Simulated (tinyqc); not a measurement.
CCSD on RHF in the sto-3g basis, frozen core, for H2O, spin multiplicity 1, step by step. One step of it, computed by the program tinyqc.

Question. CCSD: starting amplitudes. t_ij^ab = <ij||ab> / (e_i + e_j - e_a - e_b), whose energy is MP2.

orbital energies (hartree): MO1 -20.225323, MO2 -1.280577, MO3 -0.652903, MO4 -0.439113, MO5 -0.388203, MO6 0.633184, MO7 0.818533

Two-electron integrals over orbitals (pq|rs), unique and non-zero (hartree); the lowest 1 orbital is frozen and left out:
```
(22|22) 0.728918    (32|32) 0.149170    (33|22) 0.651380    (33|33) 0.643529
(42|22) 0.011574    (42|33) 0.007701    (42|42) 0.123125    (43|32) 0.017731
(43|43) 0.043937    (44|22) 0.685001    (44|33) 0.609558    (44|42) -0.105069
(44|44) 0.814554    (52|52) 0.143765    (53|53) 0.029475    (54|52) -0.044805
(54|54) 0.056680    (55|22) 0.747062    (55|33) 0.635581    (55|42) -0.060814
(55|44) 0.743187    (55|55) 0.880159    (62|22) 0.142862    (62|33) 0.074907
(62|42) 0.020092    (62|44) 0.101029    (62|55) 0.162706    (62|62) 0.102269
(63|32) -0.045823   (63|43) -0.026068   (63|63) 0.074291    (64|22) 0.087249
(64|33) 0.039999    (64|42) -0.015822   (64|44) 0.108810    (64|55) 0.101627
(64|62) 0.061363    (64|64) 0.056605    (65|52) 0.062669    (65|54) -0.004061
(65|65) 0.040291    (66|22) 0.611608    (66|33) 0.573871    (66|42) 0.062599
(66|44) 0.545542    (66|55) 0.585596    (66|62) 0.091460    (66|64) 0.042336
(66|66) 0.592758    (72|32) 0.037789    (72|43) -0.032188   (72|63) 0.036072
(72|72) 0.060447    (73|22) 0.136469    (73|33) 0.092995    (73|42) -0.070179
(73|44) 0.169214    (73|55) 0.188102    (73|62) 0.079710    (73|64) 0.066807
(73|66) 0.036346    (73|73) 0.148409    (74|32) -0.074502   (74|43) 0.007901
(74|63) 0.041746    (74|72) -0.017010   (74|74) 0.064926    (75|53) 0.023742
(75|75) 0.024561    (76|32) 0.105078    (76|43) 0.042226    (76|63) -0.069095
(76|72) -0.009223   (76|74) -0.055767   (76|76) 0.119838    (77|22) 0.630357
(77|33) 0.619346    (77|42) -0.014198   (77|44) 0.621205    (77|55) 0.633514
(77|62) 0.071946    (77|64) 0.038652    (77|66) 0.567203    (77|73) 0.099250
(77|77) 0.629112
```

Give: Starting amplitudes; correlation energy.

Answer.

Starting amplitudes (spin orbitals 1a, 1b, ...; amplitudes related by a flip of all spins are not repeated):
```
from      to       t
3a 3b  7a 7b  -0.050
3a 3b  6a 6b  -0.029
2a 2b  6a 6b  -0.027
4a 4b  6a 6b  -0.026
3a 4b  6b 7a   0.026
4a 4b  7a 7b  -0.026
2a 3b  6a 7b  -0.024
2a 4b  6a 6b  -0.021
5a 5b  6a 6b  -0.020
3a 4b  6a 7b  -0.016
2a 2b  7a 7b  -0.014
2a 3a  6a 7a  -0.013
2a 3b  6b 7a   0.011
5a 5b  7a 7b  -0.010
3a 4a  6a 7a   0.010
2a 4b  7a 7b   0.005
```

correlation energy = -0.03116 hartree
